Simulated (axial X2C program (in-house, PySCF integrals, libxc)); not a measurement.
# OPO: properties at the nuclei

Computed with an in-house all-electron X2C program for linear molecules (integrals from PySCF): two-component X2C with atomic mean-field Coulomb and Gaunt terms, Gaussian nuclei, basis O dyall-av3z, P dyall-v3z with contracted cores.

O–P–O held linear, with bonds 1.475 and 1.475 Å (near the PBE0 minimum at charge 0 of the determinant lowest at the starting distance; the state shown can have its own minimum elsewhere, held linear; other orders of the atoms were not compared).

Determinant lowest in the PBE0 search, Ω = 1/2 (⟨Sz⟩ = 0.50, ⟨Lz⟩ = 0.00 at PBE0), spin on the atoms O 0.14, P 0.23, O 0.14:

| level | A∥/gI O (MHz) | qzz O (a.u.) | A∥/gI P (MHz) | qzz P (a.u.) |
| --- | --- | --- | --- | --- |
| PBE0 | 281 | 0.04 | 1050 | -1.87 |
| HF | 346 | -0.03 | 1200 | -2.41 |
| LDA | 247 | 0.05 | 1060 | -1.66 |

A∥ (defined per Ω) follows by multiplying with gI = μI/(I μN); qzz is the electric field gradient, eQq0 = 234.96 MHz × Q/barn × qzz. The operators were transformed with the bare-nucleus X2C matrices; with these basis sets, hyperfine constants and field gradients can be off by tens of per cent, and where levels differ in sign neither size nor sign is settled.

Q: With gI(17O) = -0.7575, gI(31P) = 2.2632 (g factors from the IAEA table of nuclear moments by Stone), turn the PBE0 values of the first state into constants in MHz.

A: A∥(17O) = 281 × -0.7575 = -213 MHz; A∥(31P) = 1050 × 2.2632 = 2380 MHz.

The molecule was held linear; bending was not examined, so a bent shape may lie lower.

Each state is one determinant with collinear spin. Unrestricted Hartree–Fock can overshoot spin polarisation at the nuclei. The search compared states at one distance, so a state with another bond length can lie lower.
